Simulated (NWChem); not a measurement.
Everything below was run with NWChem. System: hydrogen sulfide (H$_{2}$S), charge 0, spin multiplicity 1, at a geometry optimised with PBE/def2-SVP. Level: G0W0@PBE0/def2-TZVPD, RI basis def2-tzvpd-rifit.

Input file:

```
start mol
memory heap 200 mb stack 700 mb global 1700 mb
geometry units angstroms nocenter noautoz
  S      0.000000     0.000000     0.105588
  H     -0.973994     0.000000    -0.844700
  H      0.973994     0.000000    -0.844700
  symmetry group C2v
end
basis spherical
  * library def2-tzvpd
end
basis "ri basis" bse spherical
  * library def2-tzvpd-rifit
end
dft
  xc pbe0
  iterations 100
  direct
  tolerances tight
end
task dft energy
gw
  states alpha occ 4 vir 2
end
task dft gw
```

NWChem printed:

```
             Northwest Computational Chemistry Package (NWChem) 7.3.0
             --------------------------------------------------------

                                NWChem Input Module
                                -------------------

 Scaling coordinates for geometry "geometry" by  1.889725989
 (inverse scale =  0.529177249)

 Turning off AUTOSYM since
 SYMMETRY directive was detected!

                             Geometry "geometry" -> ""
                             -------------------------

 Output coordinates in angstroms (scale by  1.889725989 to convert to a.u.)

  No.       Tag          Charge          X              Y              Z
 ---- ---------------- ---------- -------------- -------------- --------------
    1 S                   16.0000     0.00000000     0.00000000     0.10558800
    2 H                    1.0000    -0.97399400     0.00000000    -0.84470000
    3 H                    1.0000     0.97399400     0.00000000    -0.84470000

 Effective nuclear repulsion energy (a.u.)      12.7157812366

            Nuclear Dipole moment (a.u.)
            ----------------------------
        X                 Y               Z
 ---------------- ---------------- ----------------
     0.0000000000     0.0000000000     0.0000151178

      Symmetry information
      --------------------

 Group name             C2v
 Group number             16
 Group order               4
 No. of unique centers     2

      Symmetry unique atoms

     1    2


 Summary of "ao basis" -> "" (spherical)
 ------------------------------------------------------------------------------
       Tag                 Description            Shells   Functions and Types
 ---------------- ------------------------------  ------  ---------------------
 *                         def2-tzvpd                 on all atoms

 new library libraries.bse/

 Summary of "ri basis" -> "" (spherical)
 ------------------------------------------------------------------------------
       Tag                 Description            Shells   Functions and Types
 ---------------- ------------------------------  ------  ---------------------
 *                      def2-tzvpd-rifit              on all atoms

                                 NWChem DFT Module
                                 -----------------

 Summary of "ao basis" -> "ao basis" (spherical)
 ------------------------------------------------------------------------------
       Tag                 Description            Shells   Functions and Types
 ---------------- ------------------------------  ------  ---------------------
 S                         def2-tzvpd               16       46   6s6p3d1f
 H                         def2-tzvpd                5        9   3s2p

 Summary of "ao basis" -> "ao basis" (spherical)
 ------------------------------------------------------------------------------
       Tag                 Description            Shells   Functions and Types
 ---------------- ------------------------------  ------  ---------------------
 S                         def2-tzvpd               16       46   6s6p3d1f
 H                         def2-tzvpd                5        9   3s2p

      Symmetry analysis of basis
      --------------------------

        a1         27
        a2          6
        b1         18
        b2         13

            General Information
            -------------------
          SCF calculation type: DFT
          Wavefunction type:  closed shell.
          No. of atoms     :     3
[...]
   Bfn.  Coefficient  Atom+Function         Bfn.  Coefficient  Atom+Function
  ----- ------------  ---------------      ----- ------------  ---------------
    17      0.539706  1 S  py                20      0.336107  1 S  py
    14      0.232333  1 S  py                 8     -0.195710  1 S  py
    11     -0.088795  1 S  py                54      0.028375  2 H  py
    63      0.028375  3 H  py                31     -0.025033  1 S  d -1

 Vector   10  Occ=0.000000D+00  E=-2.592848D-04  Symmetry=a1
              MO Center=  5.3D-17, -5.0D-17, -8.0D-01, r^2= 6.7D+00
   Bfn.  Coefficient  Atom+Function         Bfn.  Coefficient  Atom+Function
  ----- ------------  ---------------      ----- ------------  ---------------
     6      1.869504  1 S  s                 49     -0.707435  2 H  s
    58     -0.707435  3 H  s                 21     -0.405029  1 S  pz
     4     -0.362161  1 S  s                 53     -0.281852  2 H  px
    62      0.281852  3 H  px                18      0.265396  1 S  pz
    24     -0.251763  1 S  pz                55     -0.246356  2 H  pz

 Vector   11  Occ=0.000000D+00  E= 1.078960D-02  Symmetry=b1
              MO Center=  1.5D-14, -1.9D-15, -1.5D-01, r^2= 3.5D+00
   Bfn.  Coefficient  Atom+Function         Bfn.  Coefficient  Atom+Function
  ----- ------------  ---------------      ----- ------------  ---------------
    16      0.404456  1 S  px                38     -0.352660  1 S  d  1
    49     -0.341952  2 H  s                 58      0.341952  3 H  s
    55     -0.299173  2 H  pz                64      0.299173  3 H  pz
    48      0.256454  2 H  s                 57     -0.256454  3 H  s
    53     -0.227657  2 H  px                62     -0.227657  3 H  px

 Vector   12  Occ=0.000000D+00  E= 4.093526D-02  Symmetry=b1
              MO Center=  1.8D-16, -5.1D-31,  1.6D-02, r^2= 1.4D+01
   Bfn.  Coefficient  Atom+Function         Bfn.  Coefficient  Atom+Function
  ----- ------------  ---------------      ----- ------------  ---------------
    22      1.227912  1 S  px                49      0.731759  2 H  s
    58     -0.731759  3 H  s                 19      0.276620  1 S  px
    38      0.237820  1 S  d  1              16     -0.159666  1 S  px
    55      0.132439  2 H  pz                64     -0.132439  3 H  pz
    33     -0.064438  1 S  d  1              53      0.063639  2 H  px

 center of mass
 --------------
 x =   0.00000000 y =   0.00000000 z =   0.09303298

 moments of inertia (a.u.)
 ------------------
           6.114655699933           0.000000000000           0.000000000000
           0.000000000000          12.943156388186           0.000000000000
           0.000000000000           0.000000000000           6.828500688253

     Multipole analysis of the density
     ---------------------------------

     L   x y z        total         alpha         beta         nuclear
     -   - - -        -----         -----         ----         -------
     0   0 0 0     -0.000000     -9.000000     -9.000000     18.000000

     1   1 0 0      0.000000      0.000000      0.000000      0.000000
     1   0 1 0     -0.000000     -0.000000     -0.000000      0.000000
     1   0 0 1     -0.402207     -0.201111     -0.201111      0.000015

     2   2 0 0     -9.142756     -7.959119     -7.959119      6.775483
     2   1 1 0     -0.000000     -0.000000     -0.000000      0.000000
     2   1 0 1     -0.000000     -0.000000     -0.000000      0.000000
     2   0 2 0    -12.476146     -6.238073     -6.238073      0.000000
     2   0 1 1      0.000000      0.000000      0.000000      0.000000
     2   0 0 2    -10.020342     -7.876695     -7.876695      5.733049

 Task  times  cpu:        1.8s     wall:        1.8s

                                NWChem Input Module
                                -------------------

                                 NWChem GW Module
                                 ----------------

                             ***********************
                             ***        GW       ***
                             ***********************

 Summary of "ri basis" -> "ri basis" (spherical)
 ------------------------------------------------------------------------------
       Tag                 Description            Shells   Functions and Types
 ---------------- ------------------------------  ------  ---------------------
 S                      def2-tzvpd-rifit            33      129   10s8p7d6f2g
 H                      def2-tzvpd-rifit            10       24   5s3p2d

                 Memory Information
                 ------------------
          Available GA per process is          1700.0 MBs
          Available stack per process is        700.0 MBs
          Available heap per process is           0.0 MBs

          Peak memory in Initialization
              Peak GA per process is                  1.2 MBs
              Peak stack per process is               0.0 MBs
              Peak heap per process is                1.4 MBs
              Memory not in MA per process            0.0 MBs

          Peak memory in AFF Calculation
              Peak GA per process is                  3.5 MBs
              Peak stack per process is               1.9 MBs
              Peak heap per process is                0.0 MBs
              Memory not in MA per process            1.9 MBs

          Computing 2-center integrals
          Computing Inverse Cholesky factor
          Computing 3-center integrals
          Computing V_xc ...

          Computing Sigma_x
          Computing RPA polarizability
          Solving quasiparticle equations

                  Alpha Orbitals
          State     Energy (eV)     Error (eV)
          -----------------------------------
@GW         6        -21.707           0.004
@GW         7        -14.997           0.002
@GW         8        -12.990           0.002
@GW         9         -9.936           0.002
@GW        10          1.515           0.003
@GW        11          2.666           0.005

   Applying  -2.3879 eV scissor-shift to rest of particle states

   Applying   1.5222 eV scissor-shift to rest of hole states

     GW Timing Statistics
   ------------------------
   Init.   :          0.1s
     ERIs  :          0.2s
     Distr.:          0.0s
     Vxc   :          0.2s
   Sigma_x :          0.0s
   RPA     :          0.0s
   Wmn     :          0.0s
   Sigma_c :          0.0s
   GW total:          0.6s

 Task  times  cpu:        0.6s     wall:        0.6s

 Total times  cpu:        2.4s     wall:        2.4s
```
